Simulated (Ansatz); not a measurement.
**How the lattice constant a of Ge (model structure, started from the beta-W type, Pm-3n, No. 223, 8 atoms in the cell) moves with the method**

No measured value is used here.

Task: Put these levels in order of the lattice constant a that they give for Ge (model structure, started from the beta-W type, Pm-3n, No. 223, 8 atoms in the cell), smallest first: PBE (Ansatz, a program for electronic structure), PBE-D3(BJ) (Ansatz), PBEsol (Ansatz).

Result: PBEsol (5.322 Å), PBE-D3(BJ) (5.338 Å), PBE (5.419 Å)

PBE-D3(BJ): a distance lies near a switch of the dispersion term, which can move the cell. Ansatz's density-functional and Hartree–Fock values are scalar-relativistic unless marked +SOC, with PAW data made under PBE.

A model structure was made by putting elements into a prototype or built by hand; it is no filed structure, need not be a known phase, and can be a saddle point held by its symmetry.
